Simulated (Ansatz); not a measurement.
Cu₂ZnSnS₄ (I-4, No. 82), treated with r²SCAN (Ansatz, a quantum-chemistry and plane-wave program, plane waves, PAW).

Run with plane-wave cutoff 500 eV, 10×10×10 k mesh, Fermi–Dirac smearing 0.05 eV, no spin polarisation, scalar-relativistic PAW data made under PBE.

Cell (relaxed at this level):

```
CELL_PARAMETERS angstrom
     -2.70671     2.70671     5.41183
      2.70671    -2.70671     5.41183
      2.70671     2.70671    -5.41183
ATOMIC_POSITIONS crystal
  Zn 0.75000 0.25000 0.50000
  Cu 0.00000 0.00000 0.00000
  Cu 0.25000 0.75000 0.50000
  Sn 0.50000 0.50000 0.00000
  S  0.36474 0.37128 0.47777
  S  0.62872 0.10649 0.99347
  S  0.89351 0.88697 0.52223
  S  0.11303 0.63526 0.00653
```

Task: Give the computed band gap.

Result: 
* **band gap**: 0.47 eV (on the SCF k mesh)

Measured, for comparison: band gap 1.49 eV (temperature not stated, not corrected to a static lattice, direct; as tabulated in Wikipedia's data pages).

Spin–orbit coupling is not included.

Static lattice: no zero-point or thermal effects.
